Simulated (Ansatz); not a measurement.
Rock-salt GdN was calculated with RPBE (Ansatz, an electronic-structure program, plane waves, PAW).

Run with plane-wave cutoff 520 eV, 12×12×12 k mesh, Fermi–Dirac smearing 0.01 eV, spin-polarised with parallel moments, scalar-relativistic PAW data made under PBE.

The cell has the measured lattice: a = b = c = 4.9740 Å, α = β = γ = 90.00°.

Question: What does this level give for the magnetic moment (largest site, within a sphere)?

Answer: 
- magnetic moment (largest site, within a sphere): 6.87 μB

The run finds no gap.

Note: the 4f shell is treated without U or exact exchange, so its levels and filling can be wrong; cell and atoms aren't relaxed at this level (pressure 4.3 GPa).

Moments are spin moments.

Spin–orbit coupling is not included; it can open a gap where bands touch, and shift volumes and moduli.
